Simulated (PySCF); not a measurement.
Results of a calculation; reference values are marked as such.
CHClFO

CHClFO is a small molecule (built as: C site whose three back bonds go to OH, F, Cl), neutral, doublet. The structure, one conformer, was relaxed in the gas phase by PBE0-D3(BJ)/def2-SVP. No frequency run checks that it is a minimum.

SMILES: O[C](F)Cl

| atom | x (Å) | y (Å) | z (Å) |
| --- | --- | --- | --- |
| C1 | 0.187 | 0.353 | -0.072 |
| O2 | -0.251 | -0.829 | -0.517 |
| F3 | -0.573 | 0.867 | 0.899 |
| Cl4 | 1.869 | 0.334 | 0.325 |
| H5 | -1.207 | -0.763 | -0.656 |

EPR values by unrestricted B3LYP, IGLO-III on C Cl F O, pcH-1 on H.

Q: Predict g and the largest hyperfine couplings. Where does the spin sit?

A: g = 2.0014, 2.0048, 2.0057. The spin sits on C1 (82 %, bonded to 1 Cl + 1 F + 1 O) by Mulliken populations.
```csv
atom,isotope,isotropic (MHz),"dipolar, principal values (MHz)"
F3,19F,359.1,"-189.4, -175.0, 364.4"
C1,13C,550.7,"-67.3, -65.2, 132.5"
Cl4,35Cl,39.3,"-26.2, -20.3, 46.6"
O2,17O,-17.7,"-49.0, 23.6, 25.4"
H5,1H,-2.0,"-12.7, -8.5, 21.2"
```

Q: How do the isotropic couplings move with BHandHLYP?

A: F3 359.1 to 375.4 MHz, C1 550.7 to 585.2 MHz, Cl4 39.3 to 37.2 MHz, O2 -17.7 to -22.3 MHz.

The 2 runs behind this took 47 s in all, one thread each of Arm Neoverse N1 on a shared host, launched as `OMP_NUM_THREADS=1 python cluster_run.py task.json out`.
